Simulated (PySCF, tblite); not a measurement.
Bond stretch in CS, singlet.

Levels: RKS-B3LYP = restricted B3LYP/6-31G in PySCF; UKS-wB97X-V = unrestricted wB97X-V/6-31G run with PySCF 2.14.0; GFN2-xTB, 300 K electronic temperature (tblite); UCCSD = CCSD on UHF/6-31G, 6 core orbitals frozen (PySCF 2.14.0).

Energies are in kcal/mol, each relative to the lowest point of its own curve near equilibrium.

| R / Å | RKS-B3LYP | UKS-wB97X-V | GFN2-xTB | UCCSD |
|---|---|---|---|---|
| 1.23 | 142.2 | 139.0 | 121.3 | 148.3 |
| 1.29 | 87.5 | 84.4 | 65.6 | 92.2 |
| 1.39 | 32.3 | 29.8 | 16.5 | 35.1 |
| 1.45 | 14.3 | 12.5 | 4.2 | 16.2 |
| 1.50 | 5.5 | 4.3 | 0.3 | 6.7 |
| 1.53 | 2.3 | 1.6 | 0.0 | 3.1 |
| 1.57 | 0.0 | 0.0 | 1.5 | 0.5 |
| 1.63 | 0.1 | 1.2 | 6.6 | 0.0 |
| 1.70 | 4.0 | 6.6 | 15.7 | 3.4 |
| 1.77 | 10.8 | 15.1 | 26.7 | 8.9 |
| 1.90 | 27.9 | 35.4 | 49.3 | 23.1 |
| 2.06 | 52.2 | 62.8 | 77.3 | 43.2 |
| 2.31 | 89.8 | 92.7 | 116.2 | 71.9 |
| 2.51 | 116.6 | 108.3 | 141.2 | 89.9 |
| 2.73 | 141.6 | 118.5 | 162.6 | 104.0 |
| 3.03 | 168.4 | 125.8 | 182.2 | 112.8 |
| 3.38 | 190.5 | 129.9 | — | 115.4 |
| 3.79 | 205.1 | 132.0 | — | 116.4 |
| 4.15 | 210.4 | 132.9 | — | — |
| 4.55 | 213.4 | 133.3 | — | — |
| 5.32 | 216.1 | 133.6 | — | — |
| 6.12 | 217.0 | 133.7 | — | — |

At the longest distance, 6.12 Å, RKS-B3LYP lies highest above its minimum (217.0 kcal/mol) and UKS-wB97X-V lowest (133.7 kcal/mol).

A dash means that the run gave no value there, or that the column was ended at a point which the program doubted or which failed a test of continuity chosen for this set; such a test can also cut sound points.

At the longest distance RKS-B3LYP leaves fractional charges on the fragments, a sign of delocalisation error or of the restricted form. The restricted form behind RKS-B3LYP keeps the bonding electrons paired and can't separate into open-shell fragments. The unrestricted solution behind UKS-wB97X-V, UCCSD changes between 2.06 and 2.31 Å, which can leave a kink. The unrestricted determinant behind UKS-wB97X-V is spin-contaminated at 2.06 to 6.12 Å (<S²> up to 2.0, against 0.00 for a pure singlet). The unrestricted determinant behind UCCSD is spin-contaminated at 1.70 to 6.12 Å (<S²> up to 2.0, against 0.00 for a pure singlet).
